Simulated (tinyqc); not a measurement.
Inside a calculation. Method: LCCD on RHF in the sto-3g basis, frozen core, for CH3-, spin multiplicity 1. The basis has no diffuse functions, so it cannot describe the extra electron: this is an exercise in the method, not the real anion. One step of it, computed by the program tinyqc.

Problem. LCCD: starting amplitudes. t_ij^ab = <ij||ab> / (e_i + e_j - e_a - e_b), whose energy is MP2.

orbital energies (hartree): MO1 -10.410941, MO2 -0.370414, MO3 -0.071562, MO4 -0.071561, MO5 0.216603, MO6 0.886001, MO7 1.097518, MO8 1.097521

Two-electron integrals over orbitals (pq|rs), unique and non-zero (hartree); the lowest 1 orbital is frozen and left out:
```
(22|22) 0.476693    (32|32) 0.118367    (33|22) 0.448033    (33|33) 0.498979
(42|22) -2.65e-06   (42|33) -0.069963   (42|42) 0.118365    (43|32) -0.069963
(43|43) 0.056416    (44|22) 0.448030    (44|33) 0.386142    (44|42) 0.069964
(44|44) 0.498980    (52|22) -0.003031   (52|33) -0.002060   (52|42) 2.37e-08
(52|44) -0.002060   (52|52) 0.081243    (53|32) -0.003054   (53|43) 0.003417
(53|53) 0.015953    (54|22) 1.63e-07    (54|33) 0.003417    (54|42) -0.003054
(54|44) -0.003417   (54|52) 4.30e-07    (54|54) 0.015953    (55|22) 0.515028
(55|33) 0.446084    (55|42) -2.24e-07   (55|44) 0.446082    (55|52) 0.025567
(55|54) 4.86e-07    (55|55) 0.674240    (62|22) 0.071451    (62|33) 0.029053
(62|42) 1.24e-06    (62|44) 0.029053    (62|52) -0.002632   (62|54) 2.47e-07
(62|55) 0.140805    (62|62) 0.083547    (63|32) -0.049521   (63|43) 0.049580
(63|53) 0.004167    (63|63) 0.069590    (64|22) 4.29e-06    (64|33) 0.049584
(64|42) -0.049524   (64|44) -0.049581   (64|52) 3.32e-07    (64|54) 0.004168
(64|55) 0.000006    (64|62) 4.52e-06    (64|64) 0.069595    (65|22) -0.011581
(65|33) -0.004042   (65|42) 4.59e-07    (65|44) -0.004041   (65|52) 0.069020
(65|54) 1.15e-06    (65|55) 0.000136    (65|62) -0.015310   (65|64) -4.91e-07
(65|65) 0.065818    (66|22) 0.456652    (66|33) 0.440141    (66|42) 0.000007
(66|44) 0.440149    (66|52) -0.014784   (66|54) -2.69e-07   (66|55) 0.485529
(66|62) 0.049574    (66|64) -8.93e-07   (66|65) -0.019472   (66|66) 0.462100
(72|22) -3.52e-06   (72|33) 0.016065    (72|42) 0.014124    (72|44) -0.016067
(72|52) -4.64e-08   (72|54) 0.004603    (72|55) -0.000006   (72|62) -1.92e-06
(72|64) 0.043681    (72|65) 6.34e-07    (72|66) -1.20e-06   (72|72) 0.054949
(73|32) 0.043260    (73|43) -0.024650   (73|53) -0.002500   (73|63) -0.033275
(73|73) 0.031339    (74|22) 0.070770    (74|33) 0.057629    (74|42) -0.043256
(74|44) 0.008334    (74|52) 0.008356    (74|54) 0.002500    (74|55) 0.125811
(74|62) 0.077852    (74|64) 0.033276    (74|65) -0.004486   (74|66) 0.042658
(74|72) 0.006151    (74|74) 0.109821    (75|22) 1.32e-07    (75|33) -0.005500
(75|42) 0.010749    (75|44) 0.005500    (75|52) -2.71e-06   (75|54) 0.017786
(75|55) -1.92e-07   (75|62) 6.58e-07    (75|64) -0.004095   (75|65) -1.44e-06
(75|66) 1.27e-06    (75|72) 0.004022    (75|74) -0.003775   (75|75) 0.026956
(76|22) -1.05e-06   (76|33) -0.060775   (76|42) 0.105122    (76|44) 0.060778
(76|52) 6.85e-07    (76|54) -0.003491   (76|55) 1.39e-06    (76|62) 2.20e-06
(76|64) -0.044980   (76|65) 8.77e-07    (76|66) 0.000008    (76|72) 0.014153
(76|74) -0.043649   (76|75) 0.009244    (76|76) 0.106131    (77|22) 0.495704
(77|33) 0.431271    (77|42) 0.025182    (77|44) 0.497044    (77|52) 0.006168
(77|54) -0.002639   (77|55) 0.542227    (77|62) 0.085844    (77|64) -0.034019
(77|65) -0.005029   (77|66) 0.483039    (77|72) -0.024434   (77|74) 0.082774
(77|75) 0.001189    (77|76) 0.021704    (77|77) 0.575128    (82|32) 0.014122
(82|43) 0.016067    (82|53) 0.004603    (82|63) 0.043681    (82|73) -0.006157
(82|82) 0.054949    (83|22) 0.070768    (83|33) 0.008333    (83|42) 0.043258
(83|44) 0.057630    (83|52) 0.008356    (83|54) -0.002500   (83|55) 0.125810
(83|62) 0.077852    (83|64) -0.033271   (83|65) -0.004486   (83|66) 0.042663
(83|72) -0.006159   (83|74) 0.049622    (83|75) 0.003775    (83|76) 0.043654
(83|77) 0.093299    (83|83) 0.109824    (84|32) 0.043258    (84|43) -0.024648
(84|53) -0.002500   (84|63) -0.033272   (84|73) 0.028867    (84|82) -0.006155
(84|84) 0.031336    (85|32) 0.010749    (85|43) -0.005499   (85|53) 0.017786
(85|63) -0.004095   (85|73) 0.003775    (85|82) 0.004021    (85|84) 0.003775
(85|85) 0.026956    (86|32) 0.105121    (86|43) -0.060773   (86|53) -0.003491
(86|63) -0.044975   (86|73) 0.043653    (86|82) 0.014154    (86|84) 0.043652
(86|85) 0.009244    (86|86) 0.106128    (87|32) -0.025194   (87|43) 0.032893
(87|53) 0.002640    (87|63) 0.034027    (87|73) -0.005269   (87|82) 0.024429
(87|84) -0.005268   (87|85) -0.001190   (87|86) -0.021711   (87|87) 0.034014
(88|22) 0.495704    (88|33) 0.497049    (88|42) -0.025190   (88|44) 0.431265
(88|52) 0.006168    (88|54) 0.002640    (88|55) 0.542227    (88|62) 0.085845
(88|64) 0.034031    (88|65) -0.005029   (88|66) 0.483036    (88|72) 0.024426
(88|74) 0.093301    (88|75) -0.001189   (88|76) -0.021708   (88|77) 0.507108
(88|83) 0.082769    (88|88) 0.575131
```

Give: Starting amplitudes; correlation energy.

Solution.

Starting amplitudes (spin orbitals 1a, 1b, ...; amplitudes related by a flip of all spins are not repeated; the 24 largest):
```
from      to       t
5a 5b  6a 6b  -0.049
3a 3b  8a 8b  -0.047
4a 4b  7a 7b  -0.047
4a 4b  6a 6b  -0.036
3a 3b  6a 6b  -0.036
2a 2b  6a 6b  -0.033
2a 3b  6a 8b  -0.032
2a 4b  6a 7b  -0.032
3a 4b  7b 8a   0.021
2a 2b  7a 7b  -0.019
2a 2b  8a 8b  -0.019
2a 3b  6b 8a   0.018
2a 4b  6b 7a   0.018
4a 4b  6a 7b  -0.016
3a 3b  6a 7b   0.016
3a 4b  6a 8b   0.016
3a 4b  6b 8a  -0.016
5a 5b  7a 7b  -0.015
5a 5b  8a 8b  -0.015
2a 4a  6a 7a  -0.014
2a 3a  6a 8a  -0.014
3a 3b  7a 7b  -0.013
4a 4b  8a 8b  -0.013
3a 4b  7a 8b  -0.012
```

correlation energy = -0.04805 hartree
